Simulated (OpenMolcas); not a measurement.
# SiF2 (SMILES F[Si]F): levels of theory compared

Aim: a comparison of 6 runs (UHF/STO-3G, B2PLYP/STO-3G, PBE0/STO-3G, UB3LYP/STO-3G, r2SCAN/STO-3G, CISD/STO-3G) of SiF2. 

Program for the calculation: OpenMolcas 26.06.

4 further runs of the same task are left out: 4 that didn't finish.

### Step 1. The molecule

SiF2 has 3 atoms, charge 0, and is taken as a singlet. SMILES: `F[Si]F`. The Si2–F3 distance was set to 3.203 Å, away from the relaxed value. At this shape a bond of the SMILES string is far longer than usual.

Bond lengths: F1–Si2 1.602 Å.

### Step 2. The energy at UHF/STO-3G (run 1)

input.xyz reads:

```xyz
3

F     -0.857178     2.400775    -0.201391
Si    -1.618378     1.107575    -0.760891
F      0.428600    -1.200400     0.100700
```

calc.inp reads:

```
* F2Si Hartree-Fock
&GATEWAY
BasLib
$CurrDir
Coord
input.xyz
Basis
STO-3G
Group
NoSym
&SEWARD
&SCF
UHF
Thresholds
1e-10 1e-07 1e-07 1e-05
Scramble
0.25
PrOrbitals
1 1
```

The basis set STO-3G is read from a file made from the Basis Set Exchange's data (not shown).

Launch:

```sh
export MOLCAS_MEM=1860
pymolcas calc.inp > calc.log
```

Log:

```text
--- Start Module: gateway ---
[...]
--- Stop Module: gateway /rc=_RC_ALL_IS_WELL_ ---
--- Start Module: seward ---
[...]
      Basis functions           19
--- Stop Module: seward /rc=_RC_ALL_IS_WELL_ ---
--- Start Module: scf ---
[...]
       Convergence after  57 Iterations
[...]
::    Total SCF energy                               -481.5549988405
[...]
      Total spin, S                                     0.6161134874
[...]
      Total electronic charge=   32.000000
      Total            charge=   -0.000000
[...]
      Dipole Moment (debye):
      Origin of the operator (angstrom)=   -0.8097    0.8154   -0.3517
                   X= -3.8943E-01               Y= -5.5117E-01               Z= -2.7397E-01           Total=  7.2836E-01
      Quadrupole Moment (debye*angstrom):
[...]
--- Stop Module: scf /rc=_RC_ALL_IS_WELL_ ---
[...]
```

Run time: 2.7 s. Hardware: 1 thread of Arm Neoverse V1, shared host; peak memory 0.37 GiB.

### Step 3. A single-point energy at B2PLYP/STO-3G (run 2)

input.xyz is that of step 2.

calc.input reads:

```
* F2Si Kohn-Sham DFT
>>> EXPORT MOLCAS_PRINT=2
&GATEWAY
BASLIB=$CurrDir
COORD=input.xyz
BASIS=STO-3G
GROUP=NoSym
&SEWARD
GRIDINPUT
Grid=UltraFine
End of Grid
&SCF
KSDFT=B2PLYP_SCF
THRESHOLDS=1e-10 1e-07 1e-07 1e-05
PRORBITALS=1 1
&MBPT2
FROZEN=7
```

The basis set STO-3G is read from a file made from the Basis Set Exchange's data (not shown).

Launch:

```sh
export MOLCAS_MEM=1860
pymolcas calc.input > calc.log
```

Log:

```text
--- Start Module: gateway ---
[...]
--- Stop Module: gateway /rc=_RC_ALL_IS_WELL_ ---
[...]
      Basis functions           19
[...]
--- Start Module: scf ---
[...]
       Convergence after  33 Iterations
[...]
::    Total KS-DFT energy                            -482.2634155101
[...]
      Total spin, S                                     0.0000000000
[...]
      Total electronic charge=   32.000000
      Total            charge=   -0.000000
[...]
      Dipole Moment (debye):
      Origin of the operator (angstrom)=   -0.8097    0.8154   -0.3517
                   X= -2.8283E+00               Y=  3.0922E+00               Z= -1.2012E+00           Total=  4.3593E+00
      Quadrupole Moment (debye*angstrom):
[...]
--- Stop Module: scf /rc=_RC_ALL_IS_WELL_ ---
[...]
--- Start Module: mbpt2 ---
[...]
 ###    WARNING: MP2 implementation intended for RHF references only         ###
 ###############################################################################
MBPT2 WARNING: Reference function according to RunFile:KS-DFT
I'll assume you know what you're doing and continue
WARNING!
Default frozen orbitals as non valence orbitals is overwritten by user input.
Default values:   4
[...]
       Reference weight ( Cref**2 )         =        0.49654
::    Total MBPT2 energy                             -482.5964773270
[...]
      Total MBPT2 calculations                           0.03      0.04
--- Stop Module: mbpt2 /rc=_RC_ALL_IS_WELL_ ---
[...]
```

It took 6.3 s on 1 thread of Arm Neoverse V1, shared host; peak memory 0.37 GiB.

### Step 4. The energy at PBE0/STO-3G (run 3)

input.xyz is that of step 3.

calc.inp reads:

```
&GATEWAY
BasLib=$CurrDir
Coord=input.xyz
Basis=STO-3G
Group=NoSym
&SEWARD
GridInput
Grid=UltraFine
End of Grid
&SCF
KSDFT=PBE0
Thresholds=1e-10 1e-07 1e-07 1e-05
PrOrbitals=1 1
```

The basis set STO-3G is read from a file made from the Basis Set Exchange's data (not shown).

Launch:

```sh
export MOLCAS_MEM=1860
pymolcas calc.inp > calc.log
```

Log:

```text
--- Start Module: gateway ---
[...]
--- Stop Module: gateway /rc=_RC_ALL_IS_WELL_ ---
--- Start Module: seward ---
[...]
      Basis functions           19
--- Stop Module: seward /rc=_RC_ALL_IS_WELL_ ---
--- Start Module: scf ---
[...]
       Convergence after  21 Iterations
[...]
::    Total KS-DFT energy                            -482.3959284072
[...]
      Total spin, S                                     0.0000000000
[...]
      Total electronic charge=   32.000000
      Total            charge=   -0.000000
[...]
      Dipole Moment (debye):
      Origin of the operator (angstrom)=   -0.8097    0.8154   -0.3517
                   X= -2.4448E+00               Y=  3.0008E+00               Z= -1.0019E+00           Total=  3.9982E+00
      Quadrupole Moment (debye*angstrom):
[...]
--- Stop Module: scf /rc=_RC_ALL_IS_WELL_ ---
[...]
```

Run time: 4.8 s. Hardware: 1 thread of Arm Neoverse V1, shared host; peak memory 0.37 GiB.

Runs 4 to 5 aren't shown in full; the table further down has their settings and results.

### Step 5. A single-point energy at CISD/STO-3G (run 6)

input.xyz is that of step 4.

calc.input reads:

```
* F2Si CISD
&GATEWAY
BASLIB = $CurrDir
COORD = input.xyz
BASIS = STO-3G
GROUP = NoSym
&SEWARD
&SCF
THRESHOLDS = 1e-10 1e-07 1e-07 1e-05
PRORBITALS = 1 1
&MOTRA
FROZEN = 7
&GUGA
ELECTRONS = 18
SPIN = 1
INACTIVE = 9
ACTIVE = 0
CIALL = 1
&CPF
SDCI
```

The basis set STO-3G is read from a file made from the Basis Set Exchange's data (not shown).

Launch:

```sh
export MOLCAS_MEM=1860
pymolcas calc.input > calc.log
```

Log:

```text
--- Start Module: gateway ---
[...]
--- Stop Module: gateway /rc=_RC_ALL_IS_WELL_ ---
[...]
      Basis functions           19
[...]
       Convergence after  21 Iterations
[...]
::    Total SCF energy                               -481.3579750683
[...]
      Total spin, S                                     0.0000000000
[...]
      *** WARNING: Default frozen orbitals is overwritten by user input.
      *** Default values:   4
[...]
--- Start Module: guga ---
[...]
--- Stop Module: guga /rc=_RC_ALL_IS_WELL_ ---
--- Start Module: cpf ---
[...]
      Active orbitals                            0       0
[...]
      Spin quantum number                      0.0
[...]
     FINAL CI ENERGY          -481.58092277
     FINAL CORRELATION ENERGY   -0.22294770  REFERENCE ENERGY    -481.35797507
[...]
     REL. CI ENERGY           -481.58092277
[...]
      Total electronic charge=   32.000000
      Total            charge=    0.000000
[...]
      Dipole Moment (debye):
      Origin of the operator (angstrom)=   -0.8097    0.8154   -0.3517
                   X= -4.8418E-01               Y= -9.7133E-03               Z= -2.6555E-01           Total=  5.5231E-01
      Quadrupole Moment (debye*angstrom):
[...]
--- Stop Module: cpf /rc=_RC_ALL_IS_WELL_ ---
[...]
```

Run time: 1.9 s. Hardware: 1 thread of Arm Neoverse V1, shared host; peak memory 0.37 GiB.

### Step 6. All runs side by side

```
run          level  scramble  frozen core orbitals  energy (Eh)  dipole moment (D) of the reference  HOMO energy (eV)  LUMO energy (eV)  wall time
  1     UHF/STO-3G      0.25                     –  -481.554999                                0.73             -3.61              6.87      2.7 s
  2  B2PLYP/STO-3G         –                     7  -482.353342                                4.36             -1.13              2.40      6.3 s
  3    PBE0/STO-3G         –                     –  -482.395928                                4.00             -0.65              1.23      4.8 s
  4  UB3LYP/STO-3G      0.25                     –  -482.709429                                1.87             -0.35              1.79       13 s
  5  r2SCAN/STO-3G         –                     –  -482.630824                               23.32              0.54              0.71      9.6 s
  6    CISD/STO-3G         –                     7  -481.580923                                5.45             -1.98              3.96      1.9 s
```

### Step 7. Outcome

| quantity | value |
| --- | --- |
| run 6: total energy | -481.58092 Eh |
| run 6: dipole moment (mean-field density) | 5.45 D |
| run 6: HOMO energy (Hartree–Fock orbitals) | -1.98 eV |
| run 6: LUMO energy (Hartree–Fock orbitals) | 3.96 eV |
| run 6: HOMO–LUMO gap (Hartree–Fock orbitals) | 5.94 eV |
| run 6: correlation energy (7 core orbitals frozen) | -222.9 mEh |

Over runs 1, 2, 3, 4, 5 the dipole moment (its size) runs from 0.73 D (UHF/STO-3G) to 23.32 D (r2SCAN/STO-3G). So wide a spread suggests that the runs ended on unlike SCF solutions, not only an effect of the method. Over runs 1, 2, 3, 4, 5 the HOMO–LUMO gap runs from 0.17 eV (r2SCAN/STO-3G) to 10.47 eV (UHF/STO-3G). For B2PLYP the log adds the whole second-order term; the table takes 0.27 of it, as the functional is defined. Totals of different functionals can't be ranked against each other. In runs 1, 2, 3, 4, 5, 6 the basis is minimal, so the values are rough. In runs 2, 3, 5, 6 a closed-shell determinant meets a far-stretched bond, which it describes badly. Spin contamination of the reference: run 1 ⟨S²⟩ = 1.00, run 4 ⟨S²⟩ = 0.83. Where it is this large, the reference is a mixture of spin states, and values that rest on it are in doubt. All runs together took 39 s, the longest 13 s.
